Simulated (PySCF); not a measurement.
**NaAl: energy against distance**

Set-up: PySCF, spin-free X2C with a Gaussian nucleus, basis sets Na jorge-DZP-DKH, Al jorge-DZP-DKH. Energies in eV from Na + Al in their ground configurations at the same level. State: ¹Σ⁺ (singlet), closed shell.

All columns are PBE0. A positive dipole means Na(−)Al(+).

| R (Å) | E (eV) | μ (D) | Mulliken charge on Na (basis-dependent) | HOMO (eV) | LUMO (eV) | Mayer bond order | ⟨S²⟩ |
| --- | --- | --- | --- | --- | --- | --- | --- |
| 2.712 | -0.472 | -2.69 | 0.10 | -3.59 | -1.87 | 1.11 | 0.00 |
| 2.839 | -0.595 | -2.67 | 0.07 | -3.59 | -1.82 | 1.11 | 0.00 |
| 2.965 | -0.664 | -2.62 | 0.04 | -3.58 | -1.79 | 1.11 | 0.00 |
| 3.059 | -0.689 | -2.57 | 0.03 | -3.57 | -1.77 | 1.11 | 0.00 |
| 3.154 | -0.696 | -2.52 | 0.01 | -3.55 | -1.75 | 1.10 | 0.00 |
| 3.249 | -0.689 | -2.46 | 0.00 | -3.54 | -1.74 | 1.09 | 0.00 |
| 3.375 | -0.662 | -2.38 | -0.01 | -3.52 | -1.73 | 1.08 | 0.00 |
| 3.533 | -0.608 | -2.26 | -0.02 | -3.49 | -1.72 | 1.07 | 0.00 |
| 3.722 | -0.523 | -2.12 | -0.02 | -3.45 | -1.73 | 1.06 | 0.00 |
| 3.974 | -0.390 | -1.93 | -0.03 | -3.39 | -1.75 | 1.05 | 0.00 |

A fit through these points gives, at Re = 3.151 Å, μ = -2.52 D and dμ/dR = 0.587 D/Å; the reduced mass is 12.41 u.

Problem. How strong is the fundamental in the double-harmonic approximation, I = 42.26·(dμ/dR)²/μred km/mol?

Solution. I = 42.26·(0.587)²/12.41 = 1.17 km/mol at PBE0.

Closed-shell solutions of metal pairs were not tested for spin polarisation, which can lower them a little.
